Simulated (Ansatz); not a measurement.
# CH₄S (triplet): wave-function methods side by side at distance C1–H5 along a hydrogen transfer = 1.193 Å, cc-pVDZ

How much of the correlation energy of CH₄S (triplet) does each wave-function method recover here?

Computed with Ansatz 0.2.0, Gaussian basis. Level: cc-pVDZ, core rule «outside noble gas», up to 6 orbitals frozen.

Plan: UHF; CCSD(T) on ROHF; CCSD(T) on UHF; BCCD(T) on ROHF; CISD; CCSDT(Q) on ROHF; CCSDT(Q) on UHF; CASSCF and MRCISD+Q, 4 electrons in 4 orbitals; CASSCF and NEVPT2, 4 electrons in 4 orbitals.

7 further runs of the same task are left out: 7 that didn't finish.

**1. What is computed**

The geometry derives from fragments relaxed apart (PBE0/def2-TZVP) and kept rigid, so it is no stationary point. A hydrogen atom is moved between rigid fragments.

6 atoms, charge 0, spin multiplicity 3.

Atoms are counted from 1 here; the program's logs count them from 0.

Bond lengths: C1–H2 1.090 Å, C1–H3 1.090 Å, C1–H4 1.090 Å, C1–H5 1.193 Å, H5–S6 1.637 Å. Angles: H2–C1–H3 109.5°, H2–C1–H4 109.5°, H2–C1–H5 109.5°, H3–C1–H4 109.5°, H3–C1–H5 109.5°, H4–C1–H5 109.5°, C1–H5–S6 180.0°.

Geometry (Å):

| atom | x (Å) | y (Å) | z (Å) |
| --- | --- | --- | --- |
| C1 | -1.8884 | 0.0000 | 0.0000 |
| H2 | -2.2516 | 1.0273 | 0.0000 |
| H3 | -2.2516 | -0.5137 | 0.8897 |
| H4 | -2.2516 | -0.5137 | -0.8897 |
| H5 | -0.6954 | 0.0000 | 0.0000 |
| S6 | 0.9416 | 0.0000 | 0.0000 |

**2. UHF**

Contents of in.yaml:

```yaml
crystal:
  periodic: [false, false, false]
  atoms:
    - {symbol: C, position_ang: [-1.888442, 0.000000, 0.000000]}
    - {symbol: H, position_ang: [-2.251648, 1.027301, 0.000000]}
    - {symbol: H, position_ang: [-2.251648, -0.513650, 0.889668]}
    - {symbol: H, position_ang: [-2.251648, -0.513650, -0.889669]}
    - {symbol: H, position_ang: [-0.695442, 0.000000, 0.000000]}
    - {symbol: S, position_ang: [0.941558, 0.000000, 0.000000]}
basis:
  gaussian: {orbitals: cc-pVDZ}
magnetization: {spin_polarized: true, initial_magnetization: 2}
hamiltonian: {xc: hf}
output: {orbitals: {seedname: orbitals}}
```

Started as:

```
$ ansatz run in.yaml --threads 1 --pin off --events-out ev --progress --plain --max-ram 2393MiB
```

Further steps of the session: CCSD(T) on ROHF; CCSD(T) on UHF; BCCD(T) on ROHF; CISD; CCSDT(Q) on ROHF; CCSDT(Q) on UHF; CASSCF and MRCISD+Q, 4 electrons in 4 orbitals; CASSCF and NEVPT2, 4 electrons in 4 orbitals.

Before running them: what should the planned runs give, taken together? Wanted: UCCSDT(Q) below the RHF energy; RMP2 from UCCSDT(Q); UMP2 from UCCSDT(Q); RCCSD from UCCSDT(Q); RCCSD(T) from UCCSDT(Q); UCCSD(T) from UCCSDT(Q); RCCSDT(Q) from UCCSDT(Q); NEVPT2 pair from UCCSDT(Q); MRCISD+Q pair from UCCSDT(Q).

As calculated:

```
                         quantity                                                   value
   UCCSDT(Q) below the RHF energy                                              -8.5588 eV
              RMP2 from UCCSDT(Q)                                             +1281.0 meV
              UMP2 from UCCSDT(Q)                                             +1323.8 meV
             RCCSD from UCCSDT(Q)                                              +213.5 meV
          RCCSD(T) from UCCSDT(Q)                                               +31.5 meV
          UCCSD(T) from UCCSDT(Q)                                               +31.8 meV
         RCCSDT(Q) from UCCSDT(Q)                                                +0.4 meV
       NEVPT2 pair from UCCSDT(Q)                                             +1298.0 meV
     MRCISD+Q pair from UCCSDT(Q)                                               +77.8 meV
levels within 1 kcal/mol (43 meV)  RCCSD(T), UCCSD(T), BCCD(T), RCCSDT, UCCSDT, RCCSDT(Q)
                    T1 diagnostic                                                   0.016
```

In words: RCCSD(T) misses by +31.5 meV, 0.4 % of the correlation energy. Of the multireference levels listed MRCISD+Q pair comes nearest in total energy (+77.8 meV), which doesn't show that its space is the better one. These misses are within one basis, not against nature; the frozen cores of restricted and unrestricted runs differ, which can shift their rows.
